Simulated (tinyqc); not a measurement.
Stretching all distances: RHF, UHF, MP2, CISD and CCSD against full CI in the sto-6g basis, for H2O, spin multiplicity 1. Computed by the program tinyqc with PySCF. All coordinates are multiplied by the scale. c0^2 is the weight of the RHF determinant in the lowest singlet FCI state (UHF is spin-contaminated and may lie near states of higher spin) and n(LUMO) the first natural occupation beyond the occupied space.

Geometry (angstrom):

| atom | x | y | z |
|---|---|---|---|
| O | 0.0000 | 0.0000 | 0.0000 |
| H | 0.0000 | 0.6820 | 0.5960 |
| H | 0.0000 | -0.6820 | 0.5960 |

Full CI energy (hartree) and errors against it (kcal/mol):

| scale | distance 1-2 (angstrom) | E(FCI) | RHF | UHF | MP2 | CISD | CCSD | <S^2> UHF | c0^2 | n(LUMO) |
|---|---|---|---|---|---|---|---|---|---|---|
| 0.970 | 0.879 | -75.69047 | 26.320 | 26.320 | 6.968 | 0.282 | 0.050 | 0.000 | 0.980 | 0.021 |
| 1.270 | 1.150 | -75.71953 | 51.284 | 51.284 | 15.808 | 1.554 | 0.173 | 0.000 | 0.941 | 0.060 |
| 1.420 | 1.286 | -75.67414 | 69.508 | 68.806 | 22.448 | 3.355 | 0.331 | 0.194 | 0.903 | 0.100 |
| 1.560 | 1.413 | -75.62553 | 90.367 | 68.608 | 30.022 | 6.358 | 0.529 | 0.925 | 0.853 | 0.156 |
| 1.710 | 1.549 | -75.57661 | 116.915 | 54.584 | 39.425 | 11.506 | 0.603 | 1.372 | 0.782 | 0.238 |
| 1.860 | 1.685 | -75.53628 | 147.484 | 37.917 | 49.607 | 18.874 | -0.093 | 1.630 | 0.694 | 0.342 |
| 2.010 | 1.821 | -75.50656 | 181.075 | 23.892 | 59.485 | 27.906 | -2.708 | 1.782 | 0.595 | 0.462 |
| 2.160 | 1.956 | -75.48681 | 215.795 | 14.052 | 73.777 | 39.087 | -6.307 | 1.872 | 0.477 | 0.582 |

Estimate the missing row, scale = 1.12.

Computed row:
```
scale  distance 1-2 (angstrom)     E(FCI)     RHF     UHF     MP2   CISD   CCSD  <S^2> UHF   c0^2  n(LUMO)
1.120                    1.014  -75.73852  37.047  37.047  10.694  0.672  0.089      0.000  0.965    0.036
```

UHF parts from RHF first at scale 1.42 of those listed, where <S^2> leaves zero. The weight c0^2 goes from 0.98 to 0.48 and n(LUMO) from 0.02 to 0.58: static correlation grows as the bonds break into open-shell fragments. The spread of the error along the curve, which distorts its shape, is CCSD 6.9, CISD 38.8, UHF 54.8, MP2 66.8, RHF 189.5 kcal/mol. Below FCI somewhere: CCSD, as non-variational methods may be.
